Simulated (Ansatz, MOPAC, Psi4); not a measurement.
Species: C₄H₁₀, net charge 0, singlet state. SMILES: C(CC)C
Geometry from a B3LYP-D3(BJ)/def2-TZVP (Ansatz, a program for electronic structure) optimisation:
```
C
H 1 1.0951
H 1 1.0951 2 106.04
C 1 1.5258 2 109.59 3 -118.21
H 4 1.0916 1 111.56 2 57.99
H 4 1.0928 5 107.74 1 -122.14
H 4 1.0928 5 107.74 6 -115.73
C 1 1.5272 2 109.10 3 117.38
H 8 1.0951 1 109.10 2 180.00
H 8 1.0951 9 106.04 1 117.38
C 8 1.5258 9 109.59 10 118.21
H 11 1.0916 8 111.56 9 -57.99
H 11 1.0928 12 107.74 8 122.14
H 11 1.0928 12 107.74 13 115.73
```
Charge 0, spin multiplicity 1.

Property: vertical ionisation energy to the doublet, in eV. Conventions: each state is the SCF solution reached for its charge and spin; PM7 with its own dispersion and hydrogen-bond terms; UHF or UKS for open shells; dispersion terms only where a functional's name holds one; 6-311+G** with 5d; non-relativistic; spin-orbit terms left out; six Cartesian d functions in 6-31G* and its kin unless marked 5d. First-principles rows: single points at B3LYP-D3(BJ) geometries (Ansatz). Semi-empirical rows: differences of heats of formation at the shared geometry for vertical values.

```
level             program  vertical ionisation energy to the doublet (eV)
----------------  -------  ----------------------------------------------
AM1                 MOPAC                                           10.99
PM7                 MOPAC                                           10.93
PBE/6-311+G**      Ansatz                                           10.65
B3LYP/STO-3G       Ansatz                                           10.45
B3LYP/6-311+G**    Ansatz                                           11.13
wB97X-D/6-31G*       Psi4                                           11.32
B3LYP/def2-TZVPD   Ansatz                                           11.11
```

No value to compare with is used here. The 6 habitual levels span 10.45 (B3LYP/STO-3G) to 11.32 eV (wB97X-D/6-31G*); B3LYP/def2-TZVPD gives 11.11.

The levels are drawn from those run, B3LYP/6-31G* more often than the rest, none by its result; runs whose electronic state is in doubt are left out.
